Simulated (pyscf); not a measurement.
# H₃C–O• (SMILES C[O]), doublet

Gas-phase minimum from PySCF at ωB97X-D3(BJ)/def2-SVP, one conformer. H₃C–O• lies 7.0 kcal/mol over its isomer •H₂C–OH, and others may lie lower still (electronic energy, ωB97M-D3(BJ)). 

```xyz
5

C      0.2730     0.2792    -0.3852
O      1.1047     1.1020    -1.0781
H      0.3692     0.3695     0.7168
H     -0.7585     0.6216    -0.6352
H      0.3295    -0.7834    -0.7004
```
Charge 0, spin multiplicity 2.

Bond lengths (Å): C1–O2 1.360, C1–H3 1.110, C1–H4 1.115, C1–H5 1.110. Bond angles (°): O2–C1–H3 113.8, O2–C1–H4 105.4, O2–C1–H5 113.8, H3–C1–H4 106.1, H3–C1–H5 110.8, H4–C1–H5 106.1.

Properties at ωB97X-D3(BJ)/def2-SVP:

| Item | Result |
|---|---|
| Harmonic wavenumbers, unscaled | 747, 976, 1164, 1364, 1366, 1518, 2950, 3031, 3069 cm⁻¹ |
| Zero-point energy | 23.1 kcal/mol |
| Rotational symmetry number | 1 |
| Entropy of this conformer at 298 K and 1 atm, rigid rotor and harmonic oscillator, modes under 100 cm⁻¹ raised to 100 | 236.8 J/(mol K) |
| Dipole moment | 2.00 D |
| Spin expectation value S2 | 0.753 |

Single-point totals, which compare only within one level (frozen core for MP2 and CC):

```tsv
level	total energy (hartree)
ωB97X-D3(BJ)/def2-TZVP	-115.13013
PBE/def2-TZVP	-114.96165
r²SCAN/def2-TZVP	-115.03618
B3LYP-D3(BJ)/def2-TZVP	-115.10614
PBE0-D3(BJ)/def2-TZVP	-114.96915
M06-2X/def2-TZVP	-115.04106
ωB97M-D3(BJ)/def2-TZVP	-115.11885
UHF/def2-TZVPP	-114.47004
MP2/def2-TZVPP	-114.83725
CCSD/def2-TZVPP	-114.86566
CCSD(T)/def2-TZVPP	-114.87833
```

The CCSD(T) − MP2 part came from Ansatz, without density fitting, on the same reference. The orbital near-degeneracy of the XH₃O or XH₃S radical is left out.
